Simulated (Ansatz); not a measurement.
System: C$_{3}$H$_{5}$O, net charge 0, doublet state. SMILES: [CH2]C(C)=O
Geometry from a B3LYP-D3(BJ)/def2-TZVP (Ansatz, a program for electronic structure) optimisation:
```xyz
9

O     -0.3046     0.1976     1.3189
C     -0.0324     0.0695     0.1240
C      0.0638     1.2218    -0.7254
C      0.2080    -1.2952    -0.4880
H      0.1077    -2.0611     0.2771
H     -0.1067     2.1992    -0.2960
H      0.3011     1.1392    -1.7780
H      1.2069    -1.3481    -0.9274
H     -0.5087    -1.4869    -1.2902
```
Charge 0, spin multiplicity 2.

Wanted: atomisation energy, in kcal/mol. Set-up: no spin-orbit coupling; 6-311+G** with 5d; six Cartesian d functions in 6-31G* and its kin unless marked 5d; UHF or UKS for open shells; atomisation electronic, to ground-state atoms; LANL2DZ all-electron up to Ne; non-relativistic. First-principles rows: single points at B3LYP-D3(BJ) geometries (Ansatz). A UHF reference is markedly spin-contaminated in at least one set, which strains HF and MP2.

```
level         program  atomisation energy (kcal/mol)
------------  -------  -----------------------------
HF/STO-3G      Ansatz                          746.3
HF/3-21G       Ansatz                          600.7
HF/LANL2DZ     Ansatz                          593.0
HF/6-31G*      Ansatz                          643.4
HF/6-311+G**   Ansatz                          640.6
```

No value to compare with is used here. The 5 habitual levels span 593.0 (HF/LANL2DZ) to 746.3 kcal/mol (HF/STO-3G).

The sets are all those run for this method; runs whose electronic state is in doubt are left out.
